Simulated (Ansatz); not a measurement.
**BSiH3 (triplet): the correlation ladder at distance B1–H4 along a hydrogen transfer = 1.288 Å, cc-pVDZ**

The task here is to estimate one member of a computed series from the others.

The runs use Ansatz 0.2.0, Gaussian basis; cc-pVDZ, core rule «outside noble gas», up to 6 orbitals frozen.

The runs, in order: UHF; CCSD(T) on ROHF; CCSD(T) on UHF; BCCD(T) on ROHF; CISD; CCSDT(Q) on ROHF; CCSDT(Q) on UHF; CASSCF and MRCISD+Q, 4 electrons in 4 orbitals; CASSCF and NEVPT2, 4 electrons in 4 orbitals.

12 further runs of the same task are left out: 4 for a known fault of the program, 6 that didn't finish, 2 set aside as unsound or not needed.

**What is computed**

The geometry derives from fragments relaxed apart (PBE0/def2-TZVP) and kept rigid, so it is no stationary point. A hydrogen atom is moved between rigid fragments.

5 atoms, charge 0, spin multiplicity 3.

Atoms are counted from 1 here; the program's logs count them from 0.

Bond lengths: B1–H2 1.193 Å, B1–H3 1.193 Å, B1–H4 1.288 Å, H4–Si5 1.677 Å. Angles: H2–B1–H3 120.0°, H2–B1–H4 120.0°, H3–B1–H4 120.0°, B1–H4–Si5 180.0°.

As a file:

```xyz
5
charge 0, multiplicity 3
B    -1.98874    0.00000    0.00000
H    -2.58548    1.03357    0.00000
H    -2.58548   -1.03357    0.00000
H    -0.70074    0.00000    0.00000
Si    0.97626    0.00000    0.00000
```

Set-up of the first run:

Contents of in.yaml:

```yaml
crystal:
  periodic: [false, false, false]
  atoms:
    - {symbol: B, position_ang: [-1.988744, 0.000000, 0.000000]}
    - {symbol: H, position_ang: [-2.585477, 1.033571, 0.000000]}
    - {symbol: H, position_ang: [-2.585477, -1.033571, 0.000000]}
    - {symbol: H, position_ang: [-0.700744, 0.000000, 0.000000]}
    - {symbol: Si, position_ang: [0.976256, 0.000000, 0.000000]}
basis:
  gaussian: {orbitals: cc-pVDZ}
magnetization: {spin_polarized: true, initial_magnetization: 2}
hamiltonian: {xc: hf}
output: {orbitals: {seedname: orbitals}}
```

The run is started by

```console
$ ansatz run in.yaml --threads 1 --pin off --events-out ev --progress --plain --max-ram 2393MiB
```

Steps of the session up to this table: UHF; CCSD(T) on ROHF; CCSD(T) on UHF; BCCD(T) on ROHF; CISD; CCSDT(Q) on ROHF; CCSDT(Q) on UHF; CASSCF and MRCISD+Q, 4 electrons in 4 orbitals; CASSCF and NEVPT2, 4 electrons in 4 orbitals.

One of the session's tables, all rows but one given; the rest of the session is left out.

| method | from UCCSDT(Q) (meV) |
| --- | --- |
| ROHF | +5467.7 |
| UHF | +5331.7 |
| RMP2 | +1305.3 |
| UMP2 | +1324.9 |
| CISD | +565.2 |
| RCCSD | +171.1 |
| UCCSD | +168.5 |
| RCCSD(T) | +42.5 |
| UCCSD(T) | +42.5 |
| BCCD(T) | +41.8 |
| RCCSDT | +6.5 |
| UCCSDT | +6.3 |
| RCCSDT(Q) | +0.9 |
| UCCSDT(Q) | 0 |
| CASSCF pair | ? |
| MRCISD pair | +508.4 |
| MRCISD+Q pair | +15.5 |

Q: Estimate the row for CASSCF pair from the others.

**Answer.** from UCCSDT(Q) (meV): +5062.1. In the column «from UCCSDT(Q) (meV)» it lies between UMP2 (+1324.9) and UHF (+5331.7).

Not comparable, so not listed: CASSCF and NEVPT2, 4 electrons in 4 orbitals (they don't share determinant, frozen orbitals or solution with the rows shown, or repeat one).

Caveats from the session: Restricted and unrestricted rows rest on different reference determinants; where their highest levels disagree by more than a few hundredths of an eV, they describe different states and don't form one ladder. Warnings in the runs' records: passed over end.
